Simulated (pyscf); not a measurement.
A first-order saddle from PySCF, ωB97X-D3(BJ)/def2-SVP:

```xyz
9

S      0.3004     1.0338     1.3574
Ge     0.9216    -0.3286    -0.2758
H     -1.2251     1.2710     0.6510
H     -0.3625    -0.9412    -0.8634
H      1.6684     0.4745    -1.3468
H      1.8230    -1.4274     0.2984
S     -2.6045     0.4166     0.9157
H     -1.1355     0.1637     1.6092
H     -2.9474     1.2539     1.9153
```

Surface: singlet, charge 0. Lowest wavenumbers (cm⁻¹): 2118i, 75, 104, 317, 366.

**Question.** What reaction is this the transition state of?

**Answer.** HS–GeH₃ (SMILES [SH][GeH3]) + H₂S (SMILES S) ⇌ HS–GeH₃ (SMILES [SH][GeH3]) + H₂S (SMILES S), a four-centre exchange read from left to right: H–S, H–S broken and H–S, H–S formed. At CCSD(T)/def2-TZVPP + ΔMP2(QZVPP) it lies +43.9 kcal/mol from the left side and +43.9 kcal/mol from the right (each side as separated species at their lowest minima found). One saddle was located; it need not be the lowest between these sides. The CCSD(T) − MP2 part came from Ansatz, without density fitting, on the same reference. The frozen core leaves the outer d or s,p core shells of the metals and heavy elements correlated in the MP2 and CC values, and def2-TZVPP describes them poorly, which can shift differences by a few kcal/mol. Elements up to Kr have no core potential and no relativistic terms here.
